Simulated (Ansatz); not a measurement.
Take a crystal in which Mg has been replaced by Zn on all its sites, with the cell rescaled by a rough guess (in some cases also distorted within its space group) and nothing relaxed:

```
CELL_PARAMETERS angstrom
1.52931 0.88295 5.02702
-1.52931 0.88295 5.02702
0.00000 -1.76590 5.02702
ATOMIC_POSITIONS crystal
Li 0.00000 0.00000 0.00000
Zn 0.50000 0.50000 0.50000
```

All numbers below come from Ansatz, DFT PBEsol, scalar-relativistic, plane waves, PAW.

Cutoff 420 eV; k points 18×18×18 on the computed 2-atom cell (Γ-centred); Gaussian smearing, width 0.10 eV; no spin polarisation.

(1) What pressure does the cell carry?

(2) Is it a metal on this mesh?

(3) What is its energy against the elements in their standard states?

Results:

(1) The pressure is -6.3 GPa (positive in compression), so the cell would contract.

(2) Yes, a band crosses the Fermi level.

(3) +0.080 eV/atom at this unrelaxed geometry, with the elements in the same functional.